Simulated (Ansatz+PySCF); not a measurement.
Two shapes of doublet CH2(+).

Shape 1:

```xyz
3

C     0.0000    0.2420    0.0000
H     0.0000   -0.1210   -1.0354
H     0.0000   -0.1210    1.0354
```

Shape 2:

```xyz
3

C     0.0000    0.2464    0.0000
H     0.0000   -0.1232   -1.0542
H     0.0000   -0.1232    1.0542
```

Basis set: cc-pVTZ (spherical functions). Correlated methods keep 1 orbital frozen. Correlation on ROHF uses semicanonical orbitals with singles. Charge 1, multiplicity 2.

Computed with Ansatz (development build ahead of 0.2.0); each method stands on the lowest determinant of its kind that the runs found.

**Question.** Which shape is lower in energy, and by how much in each method?

**Answer.**

```csv
method,E(2) − E(1) (eV)
ROHF,0.033
UHF,0.033
ROHF-MP2,0.023
UHF-MP2,0.023
ROHF-CCSD(T),0.015
```

Shape 1 is lower.
